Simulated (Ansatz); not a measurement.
FHMgO, SMILES [OH][Mg][F], the energy of protonation at one site

Run with Ansatz 0.2.0 through its Python package.

`run_pa.py`
```python
"""Proton affinity of FHMgO at one site."""

import ansatz as az
from ase import Atoms
import numpy as np

BASIS = "def2-SVP"
XC = "pbe0"
CHARGE = 1
FORCE_TOL = 0.01


def main() -> None:
    atoms = Atoms(["O", "Mg", "F", "H"], positions=[
        (-0.336, 1.2698, -0.4543),
        (-0.1412, -0.6155, 0.0139),
        (0.072, -2.5006, 0.4725),
        (0.4607, 1.7859, -0.0525),
    ])
    molecule = az.Crystal.molecule_from_ase(atoms)

    calc = molecule.calculation().basis(gaussian=BASIS).functional(XC)
    symbols = [site.symbol for site in molecule.cartesian_sites]
    start = np.array([site.position_ang for site in molecule.cartesian_sites], dtype=float)
    rep = calc.relax(force_tolerance=0.01).run(threads=1).report
    end = np.array(rep["positions_ang"])

    # put the proton on the side away from the neighbours, slightly off axis
    away = sum((end[0] - end[j]) / np.linalg.norm(end[0] - end[j]) for j in [1, 3]) + np.array([0.15, 0.1, -0.2])
    proton = end[0] + 1.0 * away / np.linalg.norm(away)
    acid = az.Crystal.molecule()
    for symbol, place in zip(symbols, end):
        acid = acid.atom(symbol, place.tolist())
    acid = acid.atom("H", proton.tolist())
    protonated = (
        acid.calculation()
        .basis(gaussian=BASIS)
        .functional(XC)
        .charge(CHARGE)  # electrons removed from the neutral system
        .relax(force_tolerance=FORCE_TOL, max_steps=80)
    )
    after = protonated.run(threads=1).report
    xyz = np.array(after["positions_ang"])
    reach = np.linalg.norm(xyz[:-1] - xyz[-1], axis=1)
    print(f"base {rep['free_energy_ev']:.5f} eV, protonated {after['free_energy_ev']:.5f} eV")
    print(f"the proton ends {reach.min():.3f} A from {symbols[reach.argmin()]}{reach.argmin()}")
    print(f"electronic proton affinity {(rep['free_energy_ev'] - after['free_energy_ev']):.3f} eV")


if __name__ == "__main__":
    main()
```

Running `python run_pa.py` prints:
```text
base -10214.09398 eV, protonated -10222.97632 eV
the proton ends 0.973 A from O0
electronic proton affinity 8.882 eV
```

What to keep in mind:
- Total energies depend on the basis set; only differences at equal settings carry meaning.
- The proton is put on one chosen atom, which needn't be the most basic site, so the molecule's proton affinity can be higher; the ends are stationary points, not checked by frequencies, and zero-point and thermal terms count only where printed.
- Run time: 29 s on 1 thread of Arm Neoverse V2, on a shared host, peak memory 0.2 GiB.
